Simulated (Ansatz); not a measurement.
Start from `FC1(Cl)CCC1` and change one atom or group to get `FC1CCC1`.

Ansatz, PBE0-D4/def2-TZVP geometries, multiplicity 1. 

```
                             property  `FC1(Cl)CCC1`
  HOMO–LUMO gap (PBE/def2-TZVPP) / eV           6.60
    HOMO energy (PBE/def2-TZVPP) / eV          -7.00
  HOMO energy (B3LYP/def2-TZVPP) / eV          -8.19
    LUMO energy (PBE/def2-TZVPP) / eV          -0.40
LUMO energy (ωB97M-V/def2-TZVPP) / eV           2.50
HOMO energy (ωB97M-V/def2-TZVPP) / eV         -10.73
```

Problem. What does the change do to each property? (Best estimate.)

Solution. Computed: 
```csv
property,`FC1CCC1`,shift
HOMO–LUMO gap (PBE/def2-TZVPP) / eV,7.66,1.06
HOMO energy (PBE/def2-TZVPP) / eV,-7.16,-0.16
HOMO energy (B3LYP/def2-TZVPP) / eV,-8.48,-0.29
LUMO energy (PBE/def2-TZVPP) / eV,0.50,0.90
LUMO energy (ωB97M-V/def2-TZVPP) / eV,2.74,0.24
HOMO energy (ωB97M-V/def2-TZVPP) / eV,-11.03,-0.30
```

With PBE0 the HOMO falls by 0.25 eV and the LUMO rises by 0.65 eV, so the gap widens by about 0.90 eV. PBE moves the HOMO by -0.16 eV and ωB97M-V by -0.30 eV.

B3LYP here is the variant with VWN-RPA as its local correlation; programs differ in this.
